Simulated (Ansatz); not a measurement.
A short molecular-dynamics run on `CC(F)(F)CF`.

```yaml
crystal:
  periodic: [false, false, false]
  atoms:
    - {symbol: C, position_ang: [-1.109897, -0.367800, -0.565829]}
    - {symbol: C, position_ang: [-0.042070, -0.279795, 0.483825]}
    - {symbol: F, position_ang: [-0.578929, 0.208362, 1.636588]}
    - {symbol: F, position_ang: [0.434014, -1.527030, 0.777681]}
    - {symbol: C, position_ang: [1.170708, 0.554718, 0.120486]}
    - {symbol: F, position_ang: [0.779902, 1.816037, -0.255106]}
    - {symbol: H, position_ang: [-1.927745, -0.981686, -0.188602]}
    - {symbol: H, position_ang: [-0.707122, -0.820381, -1.472291]}
    - {symbol: H, position_ang: [-1.480929, 0.630025, -0.797374]}
    - {symbol: H, position_ang: [1.701491, 0.083871, -0.710760]}
    - {symbol: H, position_ang: [1.825778, 0.626778, 0.991982]}
basis:
  gaussian: {orbitals: def2-SVP}
hamiltonian: {xc: {name: r2SCAN}}
md: {timestep: 1 fs, n_steps: 50, ensemble: nvt_nose_hoover, temperature: 300, initial_velocities: maxwell_boltzmann, seed: 780}
```

```sh
$ ansatz run in.yaml --threads 4 --pin off --events-out ev --progress --plain --max-ram 10444MiB
```

| step | time (fs) | potential energy (eV) | kinetic (eV) | T (K) | conserved (eV) |
| --- | --- | --- | --- | --- | --- |
| 0 | 0.0 | -11329.2369 | 0.3490 | 300 | -11328.8879 |
| 1 | 1.0 | -11329.2281 | 0.3401 | 292 | -11328.8880 |
| 2 | 2.0 | -11329.1857 | 0.2993 | 257 | -11328.8865 |
| 3 | 3.0 | -11329.1327 | 0.2478 | 213 | -11328.8849 |
| 4 | 4.0 | -11329.0927 | 0.2082 | 179 | -11328.8845 |
| 5 | 5.0 | -11329.0723 | 0.1870 | 161 | -11328.8853 |
| 6 | 6.0 | -11329.0598 | 0.1736 | 149 | -11328.8863 |
| 7 | 7.0 | -11329.0411 | 0.1552 | 133 | -11328.8861 |
| 8 | 8.0 | -11329.0205 | 0.1361 | 117 | -11328.8846 |
| 9 | 9.0 | -11329.0198 | 0.1362 | 117 | -11328.8840 |
| 10 | 10.0 | -11329.0475 | 0.1625 | 140 | -11328.8855 |
| 11 | 11.0 | -11329.0816 | 0.1949 | 168 | -11328.8873 |
| 12 | 12.0 | -11329.0954 | 0.2088 | 179 | -11328.8874 |
| 13 | 13.0 | -11329.0860 | 0.2007 | 173 | -11328.8863 |
| 14 | 14.0 | -11329.0697 | 0.1857 | 160 | -11328.8852 |
| 15 | 15.0 | -11329.0624 | 0.1786 | 154 | -11328.8851 |
| 16 | 16.0 | -11329.0651 | 0.1807 | 155 | -11328.8860 |
| 17 | 17.0 | -11329.0645 | 0.1795 | 154 | -11328.8868 |
| 18 | 18.0 | -11329.0490 | 0.1648 | 142 | -11328.8863 |
| 19 | 19.0 | -11329.0266 | 0.1441 | 124 | -11328.8848 |
| 20 | 20.0 | -11329.0193 | 0.1376 | 118 | -11328.8843 |
| 21 | 21.0 | -11329.0339 | 0.1512 | 130 | -11328.8856 |
| 22 | 22.0 | -11329.0531 | 0.1696 | 146 | -11328.8867 |
| 23 | 23.0 | -11329.0593 | 0.1762 | 151 | -11328.8867 |
| 24 | 24.0 | -11329.0529 | 0.1710 | 147 | -11328.8857 |
| 25 | 25.0 | -11329.0471 | 0.1664 | 143 | -11328.8850 |
| 26 | 26.0 | -11329.0535 | 0.1731 | 149 | -11328.8851 |
| 27 | 27.0 | -11329.0697 | 0.1887 | 162 | -11328.8861 |
| 28 | 28.0 | -11329.0809 | 0.1997 | 172 | -11328.8868 |
| 29 | 29.0 | -11329.0765 | 0.1964 | 169 | -11328.8863 |
| 30 | 30.0 | -11329.0642 | 0.1859 | 160 | -11328.8851 |
| 31 | 31.0 | -11329.0619 | 0.1844 | 159 | -11328.8847 |
| 32 | 32.0 | -11329.0750 | 0.1973 | 170 | -11328.8855 |
| 33 | 33.0 | -11329.0920 | 0.2141 | 184 | -11328.8864 |
| 34 | 34.0 | -11329.1002 | 0.2229 | 192 | -11328.8864 |
| 35 | 35.0 | -11329.0986 | 0.2228 | 191 | -11328.8857 |
| 36 | 36.0 | -11329.0977 | 0.2232 | 192 | -11328.8850 |
| 37 | 37.0 | -11329.1067 | 0.2328 | 200 | -11328.8853 |
| 38 | 38.0 | -11329.1218 | 0.2477 | 213 | -11328.8863 |
| 39 | 39.0 | -11329.1282 | 0.2543 | 219 | -11328.8870 |
| 40 | 40.0 | -11329.1156 | 0.2430 | 209 | -11328.8866 |
| 41 | 41.0 | -11329.0899 | 0.2192 | 188 | -11328.8856 |
| 42 | 42.0 | -11329.0662 | 0.1968 | 169 | -11328.8851 |
| 43 | 43.0 | -11329.0521 | 0.1829 | 157 | -11328.8855 |
| 44 | 44.0 | -11329.0403 | 0.1710 | 147 | -11328.8863 |
| 45 | 45.0 | -11329.0190 | 0.1505 | 129 | -11328.8863 |
| 46 | 46.0 | -11328.9893 | 0.1224 | 105 | -11328.8852 |
| 47 | 47.0 | -11328.9667 | 0.1013 | 87 | -11328.8842 |
| 48 | 48.0 | -11328.9653 | 0.1000 | 86 | -11328.8845 |
| 49 | 49.0 | -11328.9818 | 0.1160 | 100 | -11328.8855 |
| 50 | 50.0 | -11329.0004 | 0.1343 | 115 | -11328.8864 |

Velocities are drawn at the set temperature; a run this short doesn't reach equilibrium.

Frames (Å, forces in eV/Å):

```xyz
11
time=0.0 fs
C    -1.110   -0.368   -0.566    0.141    0.030    0.091
C    -0.042   -0.280    0.484    0.044    0.039   -0.058
F    -0.579    0.208    1.637   -0.100    0.144    0.168
F     0.434   -1.527    0.778    0.097   -0.235    0.006
C     1.171    0.555    0.120   -0.233    0.174   -0.046
F     0.780    1.816   -0.255   -0.126    0.117   -0.041
H    -1.928   -0.982   -0.189   -0.225   -0.172    0.118
H    -0.707   -0.820   -1.472    0.102   -0.129   -0.253
H    -1.481    0.630   -0.797   -0.088    0.287   -0.050
H     1.701    0.084   -0.711    0.185   -0.202   -0.226
H     1.826    0.627    0.992    0.202   -0.053    0.289
11
time=3.0 fs
C    -1.110   -0.367   -0.558   -0.394   -0.007   -1.643
C    -0.059   -0.290    0.475    0.559    0.640    0.219
F    -0.568    0.216    1.628   -0.312    0.187    0.436
F     0.444   -1.513    0.782    0.004   -0.663   -0.021
C     1.154    0.549    0.113    0.880   -0.473    0.292
F     0.782    1.807   -0.242   -0.207    0.560    0.182
H    -1.954   -0.988   -0.249   -0.050   -0.233    0.246
H    -0.643   -0.831   -1.469   -0.491    0.379    0.486
H    -1.526    0.638   -0.820    0.509   -0.482    0.197
H     1.702    0.122   -0.761   -0.142   -0.166    0.542
H     1.796    0.534    1.051   -0.356    0.258   -0.936
11
time=6.0 fs
C    -1.112   -0.366   -0.560   -1.176   -0.887   -1.090
C    -0.072   -0.296    0.468    0.804    0.934    0.390
F    -0.558    0.225    1.622   -0.468    0.202    0.574
F     0.453   -1.502    0.786   -0.105   -0.944   -0.048
C     1.142    0.539    0.107    0.463   -0.639   -0.141
F     0.783    1.800   -0.228   -0.240    0.845    0.276
H    -1.980   -1.011   -0.289    0.546    0.158    0.152
H    -0.616   -0.815   -1.435   -0.319    0.087   -0.210
H    -1.533    0.614   -0.828    0.363    0.096    0.098
H     1.693    0.143   -0.771   -0.064   -0.377    0.424
H     1.744    0.464    1.041    0.197    0.525   -0.426
11
time=9.0 fs
C    -1.123   -0.372   -0.569   -0.548   -0.924   -0.142
C    -0.079   -0.295    0.463    0.714    0.765    0.321
F    -0.550    0.235    1.618   -0.573    0.182    0.569
F     0.462   -1.495    0.789   -0.239   -1.004   -0.066
C     1.134    0.526    0.101   -0.468   -0.118   -0.523
F     0.783    1.798   -0.213   -0.178    0.789    0.181
H    -1.968   -1.026   -0.315    0.096   -0.049    0.263
H    -0.614   -0.793   -1.420    0.061   -0.311   -0.946
H    -1.511    0.599   -0.828   -0.067    0.756   -0.070
H     1.681    0.132   -0.750    0.249   -0.579   -0.332
H     1.711    0.437    1.001    0.954    0.493    0.745
11
time=12.0 fs
C    -1.136   -0.383   -0.582    0.678    0.212   -0.932
C    -0.081   -0.289    0.461    0.497    0.167    0.224
F    -0.544    0.246    1.617   -0.657    0.116    0.430
F     0.470   -1.493    0.793   -0.396   -0.846   -0.078
C     1.123    0.511    0.091    0.866    0.239    0.301
F     0.782    1.798   -0.197   -0.074    0.411   -0.103
H    -1.949   -1.045   -0.318   -0.498   -0.275    0.313
H    -0.614   -0.791   -1.472   -0.410    0.067    0.073
H    -1.490    0.636   -0.831   -0.003   -0.309    0.150
H     1.685    0.076   -0.749   -0.104   -0.107   -0.107
H     1.748    0.451    1.007    0.101    0.325   -0.272
11
time=15.0 fs
C    -1.146   -0.394   -0.599    0.509    0.143   -0.400
C    -0.080   -0.282    0.461    0.225   -0.504    0.149
F    -0.542    0.257    1.617   -0.671    0.000    0.171
F     0.477   -1.494    0.796   -0.539   -0.583   -0.080
C     1.119    0.499    0.083    1.924    0.639    0.511
F     0.781    1.801   -0.182   -0.012    0.036   -0.429
H    -1.962   -1.080   -0.297    0.140    0.420   -0.046
H    -0.646   -0.786   -1.523   -0.437    0.117    0.518
H    -1.471    0.652   -0.823   -0.178   -0.680    0.160
H     1.680    0.011   -0.758   -0.452    0.460    0.232
H     1.796    0.492    0.995   -0.509   -0.049   -0.786
11
time=18.0 fs
C    -1.153   -0.403   -0.620    0.327   -0.227    1.411
C    -0.077   -0.278    0.461    0.137   -0.812    0.030
F    -0.543    0.268    1.619   -0.605   -0.171   -0.152
F     0.481   -1.498    0.799   -0.634   -0.353   -0.057
C     1.127    0.491    0.078    0.655    1.137   -0.058
F     0.780    1.804   -0.169   -0.003   -0.108   -0.676
H    -1.968   -1.083   -0.279    0.292    0.528   -0.178
H    -0.710   -0.774   -1.538    0.227   -0.326   -0.311
H    -1.470    0.620   -0.802   -0.560    0.289   -0.086
H     1.642   -0.019   -0.752   -0.077    0.385   -0.343
H     1.809    0.530    0.926    0.242   -0.343    0.420
11
time=21.0 fs
C    -1.156   -0.414   -0.631    0.928    0.667    1.347
C    -0.072   -0.280    0.462    0.253   -0.677   -0.048
F    -0.546    0.278    1.619   -0.485   -0.374   -0.454
F     0.481   -1.504    0.801   -0.696   -0.184   -0.035
C     1.140    0.491    0.073   -0.327    1.221   -0.142
F     0.778    1.806   -0.158    0.025   -0.134   -0.694
H    -1.955   -1.049   -0.272   -0.464   -0.310    0.170
H    -0.760   -0.787   -1.573    0.307   -0.240   -0.127
H    -1.512    0.604   -0.788   -0.324    0.239   -0.135
H     1.596   -0.017   -0.775    0.262    0.233   -0.651
H     1.841    0.539    0.888    0.522   -0.441    0.770
11
time=24.0 fs
C    -1.153   -0.420   -0.632    0.280    0.914    0.577
C    -0.066   -0.287    0.462    0.343   -0.282   -0.088
F    -0.552    0.287    1.618   -0.303   -0.561   -0.683
F     0.479   -1.511    0.804   -0.717   -0.060   -0.033
C     1.152    0.499    0.067    0.525    0.560    0.152
F     0.777    1.808   -0.151    0.100   -0.093   -0.450
H    -1.974   -1.034   -0.254   -0.092   -0.311    0.076
H    -0.785   -0.818   -1.614    0.004    0.200    0.822
H    -1.579    0.604   -0.784    0.348   -0.526   -0.053
H     1.569    0.010   -0.845    0.068    0.499    0.246
H     1.907    0.512    0.904   -0.556   -0.340   -0.567
11
time=27.0 fs
C    -1.149   -0.421   -0.629   -0.749   -0.046    1.355
C    -0.058   -0.295    0.462    0.281    0.234   -0.189
F    -0.559    0.293    1.614   -0.067   -0.689   -0.807
F     0.474   -1.518    0.806   -0.657    0.004   -0.029
C     1.167    0.511    0.062    0.018   -0.123   -0.344
F     0.777    1.809   -0.145    0.151    0.158   -0.088
H    -1.998   -1.043   -0.231    0.745    0.141   -0.223
H    -0.807   -0.836   -1.593    0.205    0.062    0.352
H    -1.621    0.568   -0.786    0.439   -0.034   -0.082
H     1.549    0.076   -0.898    0.097    0.278    0.570
H     1.934    0.456    0.881   -0.464    0.014   -0.515
11
time=30.0 fs
C    -1.149   -0.421   -0.616   -0.084   -0.378    1.726
C    -0.048   -0.302    0.460    0.043    0.677   -0.306
F    -0.567    0.296    1.605    0.192   -0.721   -0.793
F     0.465   -1.525    0.808   -0.525    0.032   -0.022
C     1.181    0.523    0.055   -1.545   -0.327   -0.786
F     0.777    1.812   -0.140    0.138    0.536    0.268
H    -1.967   -1.045   -0.223    0.187   -0.220    0.094
H    -0.811   -0.850   -1.546    0.475   -0.245   -0.487
H    -1.628    0.531   -0.795    0.143    0.785   -0.135
H     1.540    0.162   -0.911    0.381   -0.401   -0.197
H     1.929    0.402    0.822    0.596    0.264    0.638
11
time=33.0 fs
C    -1.149   -0.424   -0.592    0.772    0.142    0.035
C    -0.037   -0.305    0.456   -0.234    0.777   -0.233
F    -0.573    0.296    1.594    0.419   -0.633   -0.636
F     0.454   -1.532    0.810   -0.361    0.118   -0.044
C     1.186    0.533    0.042   -0.852   -0.703   -0.281
F     0.777    1.816   -0.134    0.081    0.729    0.445
H    -1.922   -1.068   -0.206   -0.545   -0.508    0.403
H    -0.778   -0.879   -1.528    0.078    0.161    0.206
H    -1.618    0.550   -0.814    0.348   -0.003    0.104
H     1.560    0.218   -0.934    0.238   -0.599   -0.191
H     1.962    0.369    0.805    0.057    0.517    0.191
11
time=36.0 fs
C    -1.145   -0.426   -0.566    0.237   -0.485   -0.533
C    -0.028   -0.301    0.451   -0.456    0.484    0.039
F    -0.578    0.293    1.579    0.577   -0.424   -0.352
F     0.442   -1.538    0.812   -0.169    0.271   -0.091
C     1.185    0.537    0.027    0.580   -0.898   -0.147
F     0.778    1.824   -0.126    0.041    0.578    0.340
H    -1.912   -1.123   -0.161    0.182    0.476   -0.091
H    -0.738   -0.897   -1.497   -0.234    0.310    0.443
H    -1.581    0.570   -0.824    0.265   -0.561    0.293
H     1.599    0.226   -0.969   -0.272   -0.305    0.594
H     2.000    0.380    0.804   -0.749    0.554   -0.495
11
time=39.0 fs
C    -1.139   -0.432   -0.544    0.274   -0.947    0.002
C    -0.022   -0.295    0.446   -0.503    0.025    0.309
F    -0.580    0.288    1.563    0.639   -0.130    0.051
F     0.428   -1.543    0.813    0.050    0.381   -0.110
C     1.187    0.536    0.011    0.066   -0.286   -0.043
F     0.779    1.834   -0.116    0.011    0.257   -0.001
H    -1.892   -1.144   -0.120    0.245    0.737   -0.233
H    -0.714   -0.893   -1.435   -0.038   -0.176   -0.456
H    -1.524    0.552   -0.812   -0.325    0.169    0.095
H     1.617    0.206   -0.960   -0.312   -0.178    0.222
H     1.983    0.436    0.769   -0.108    0.149    0.164
11
time=42.0 fs
C    -1.130   -0.443   -0.523    1.035    0.066   -0.927
C    -0.019   -0.288    0.443   -0.244   -0.400    0.469
F    -0.580    0.283    1.547    0.564    0.206    0.550
F     0.415   -1.547    0.814    0.280    0.395   -0.078
C     1.189    0.532   -0.006   -0.852    0.463    0.671
F     0.781    1.846   -0.107   -0.041   -0.085   -0.446
H    -1.858   -1.110   -0.095   -0.728   -0.208    0.274
H    -0.695   -0.902   -1.406   -0.119   -0.285   -0.579
H    -1.492    0.544   -0.790   -0.477    0.305   -0.034
H     1.612    0.170   -0.937    0.008   -0.164   -0.639
H     1.958    0.505    0.748    0.576   -0.292    0.739
11
time=45.0 fs
C    -1.115   -0.455   -0.508    0.044    0.425   -2.072
C    -0.018   -0.284    0.443    0.146   -0.694    0.437
F    -0.576    0.278    1.533    0.375    0.527    1.066
F     0.403   -1.548    0.814    0.516    0.325   -0.003
C     1.186    0.531   -0.017    0.269    0.534    1.389
F     0.782    1.858   -0.099   -0.062   -0.426   -0.746
H    -1.876   -1.085   -0.051   -0.285   -0.085    0.027
H    -0.690   -0.931   -1.421   -0.518    0.093    0.234
H    -1.497    0.555   -0.771   -0.083   -0.460    0.028
H     1.603    0.123   -0.957   -0.148    0.328   -0.030
H     1.969    0.549    0.778   -0.254   -0.567   -0.331
11
time=48.0 fs
C    -1.100   -0.464   -0.507   -1.669   -0.101   -1.313
C    -0.016   -0.285    0.446    0.342   -0.728    0.083
F    -0.571    0.276    1.524    0.164    0.737    1.433
F     0.393   -1.549    0.815    0.741    0.157    0.109
C     1.185    0.534   -0.019    0.472    0.319    1.074
F     0.782    1.867   -0.094   -0.009   -0.675   -0.755
H    -1.916   -1.065   -0.007    0.759    0.405   -0.546
H    -0.724   -0.956   -1.422   -0.321    0.013    0.113
H    -1.511    0.534   -0.750    0.046   -0.238   -0.153
H     1.582    0.103   -0.981   -0.231    0.658    0.517
H     1.966    0.548    0.786   -0.293   -0.549   -0.562
11
time=50.0 fs
C    -1.095   -0.470   -0.512   -1.677   -0.014   -0.598
C    -0.014   -0.289    0.449    0.261   -0.563   -0.312
F    -0.567    0.276    1.521    0.053    0.764    1.510
F     0.388   -1.548    0.815    0.861    0.002    0.191
C     1.186    0.538   -0.016   -0.387    0.302    0.680
F     0.783    1.872   -0.093    0.057   -0.757   -0.602
H    -1.912   -1.035   -0.001    0.520    0.064   -0.368
H    -0.764   -0.972   -1.417    0.011   -0.238   -0.358
H    -1.519    0.506   -0.742   -0.046    0.342   -0.346
H     1.557    0.119   -0.975   -0.007    0.465    0.141
H     1.950    0.520    0.766    0.354   -0.367    0.062
```

Hardware: 4 threads of an Arm Neoverse V2 on a shared host. Wall time 78 s, peak host memory 0.52 GiB.
